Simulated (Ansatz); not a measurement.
Two shapes of singlet NF3.

Shape 1:

```xyz
4

N    -0.0047    0.0139    0.5150
F     1.2402   -0.0272   -0.1564
F    -0.5929    1.0120   -0.0995
F    -0.5885   -1.0924   -0.0959
```

Shape 2:

```xyz
4

N     0.0000    0.0000    0.4298
F     1.1200    0.0000   -0.1114
F    -0.5600    0.9699   -0.1114
F    -0.5600   -0.9699   -0.1114
```

Basis set: cc-pVTZ (spherical functions). Left uncorrelated: 4 orbitals. Charge 0, multiplicity 1.

Computed with Ansatz (development build ahead of 0.2.0); each method stands on the lowest determinant of its kind that the runs found.

Task: Which shape is lower in energy, and by how much in each method?

Result:

```csv
method,E(2) − E(1) (eV)
RHF,0.276
RHF-MP2,1.116
```

Shape 1 is lower. Caution: no unrestricted run beside it, a lower state can exist.
